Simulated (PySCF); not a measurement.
Species: formimide, C2H3NO2.
SMILES with atom numbers: `[O:1]=[CH:2][NH:3][CH:4]=[O:5]` (hydrogens: H6 on C2; H7 on N3; H8 on C4)

Cartesian coordinates in Å at the PBE0-D3(BJ)/def2-TZVP level; atoms count from 1:
```
atom  x, y, z in Å
O1    -1.6147   -1.1401    0.2045
C2    -1.2445   -0.0063    0.1724
N3     0.0658    0.4234    0.0148
C4     1.2097   -0.3460   -0.1482
O5     1.2624   -1.5373   -0.1863
H6    -1.9282    0.8600    0.2673
H7     0.2046    1.4222    0.0199
H8     2.1016    0.3040   -0.2419
```

The closed-shell ground state was solved at several levels (PySCF, density fitting, gas phase, non-relativistic). One conformer (not necessarily the lowest) at the PBE0-D3(BJ)/def2-TZVP geometry, without solvent, vibrations or thermal averaging.

```tsv
level	basis functions	HOMO (eV)	LUMO (eV)	gap (eV)	dipole (D)
PBE0/pcSseg-2	222	-7.73	-1.36	6.37	5.69
B97-2/pcSseg-2	222	-7.45	-1.42	6.03	5.66
wB97X-D/pcSseg-2	222	-9.62	0.52	10.14	5.78
```

Problem. What might KT3/pcSseg-2 (222 basis functions) give for the same quantities?

Solution. HOMO -6.31 eV, LUMO -2.38 eV, gap 3.93 eV, dipole 5.31 D.

Problem. Over all these levels, which gives the widest orbital gap and which the narrowest?

Solution. wB97X-D/pcSseg-2 (range-separated hybrid) has the widest, 10.14 eV, and KT3/pcSseg-2 (GGA) the narrowest, 3.93 eV. From the narrowest to the widest the HOMO moves by -3.31 eV and the LUMO by +2.90 eV.

Problem. In the pcSseg-2 basis, how does the gap go with the fixed share of exact exchange?

Solution. KT3 (0 %) 3.93 eV; B97-2 (21 %) 6.03 eV; PBE0 (25 %) 6.37 eV. Each rise in the share widens the gap here.

Problem. How far do the dipole and the HOMO energy spread over the levels?

Solution. The dipole runs from 5.31 to 5.78 D (mean 5.61 D) and the HOMO from -9.62 to -6.31 eV.
